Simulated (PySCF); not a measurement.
**Field gradients at the hydrogen positions**

Species: CH4P2.
Structure used (GFN2-xTB), in Å, numbered top down from 1:
```
atom  x, y, z in Å
C1    -1.4481   -0.1611   -0.2988
P2    -0.3166   -0.6019    0.8427
P3     1.4175    0.4790    0.0946
H4    -2.4564   -0.5333   -0.2228
H5    -1.2397    0.4890   -1.1332
H6     1.7758    0.9503    1.3591
H7     2.2709   -0.6171    0.2310
```

The species is `C=PP` (CH4P2).

Level: PBE0/pcSseg-1 (PySCF, non-relativistic); Q(2H) = 0.00286 b; rigid geometry, the same for H and D, with no vibrational averaging.

Q: Give the electric field gradient Vzz (the principal value of largest size), its asymmetry and the 2H coupling at each hydrogen.

A: 
```json
{"atom": "H4", "bonded to": "C1", "bond length (Å)": "1.078", "Vzz (au)": "0.3387", "η": "0.03", "χzz (kHz)": "228"}
{"atom": "H5", "bonded to": "C1", "bond length (Å)": "1.078", "Vzz (au)": "0.3346", "η": "0.03", "χzz (kHz)": "225"}
{"atom": "H6", "bonded to": "P3", "bond length (Å)": "1.396", "Vzz (au)": "0.1983", "η": "0.07", "χzz (kHz)": "133"}
{"atom": "H7", "bonded to": "P3", "bond length (Å)": "1.396", "Vzz (au)": "0.1987", "η": "0.07", "χzz (kHz)": "134"}
```

Q: Average by the element that carries the hydrogen.

A: on C: 226 kHz over 2 positions, mean bond length 1.078 Å; on P: 133 kHz over 2 positions, mean bond length 1.396 Å.

Isolated species at its GFN2-xTB geometry (one conformer only). GFN2-xTB bond lengths can be off by several hundredths of an ångström, more for odd bonds, and the gradients follow them. These gradients aren't converged with respect to the basis.

These values come from a run that also computed NMR shieldings. Rough CPU time on one thread of a shared machine: about 17 s (with the writing of density and orbital grids).
